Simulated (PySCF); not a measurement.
System: C5H4N, net charge 0, doublet state. It need not be the lowest isomer of its formula. SMILES: n1cc[c]cc1
Geometry: optimised at B3LYP-D3(BJ)/def2-TZVP (Ansatz).

Dispersion corrections to the total energy (kcal/mol) from the dftd3 and dftd4 libraries through PySCF: D3(BJ) without and D4 with the three-body term, each with the damping fitted for the functional named.

```tsv
functional	D3(BJ)	D4
r2SCAN	…	-1.37
PBE	-5.75	-5.72
LC-wPBE	-5.27	…
HSE06	-3.59	-4.37
TPSS	…	-7.77
revPBE	-14.99	-19.95
TPSSh	-6.56	-7.02
```

### Question
Fill in the missing entries.

### Answer

- r2SCAN, D3(BJ): -1.54
- LC-wPBE, D4: -6.33
- TPSS, D3(BJ): -7.20
